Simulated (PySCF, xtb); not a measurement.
formaldehyde (CH₂O), SMILES C=O.

Harmonic wavenumbers (cm⁻¹) from GFN2-xTB run with xtb at its own minimum, in rising order: 1085, 1203, 1489, 1807, 2793, 2840.

Question: What does PBE-D3(BJ)/def2-TZVPD in PySCF give at its own minimum? (Estimate from the structure and the level; the computed values follow.)

Answer: 1148, 1218, 1477, 1762, 2794, 2840. Paired by order, the mean absolute difference is 23 cm⁻¹ and the zero-point energies are 16.0 and 16.1 kcal/mol.
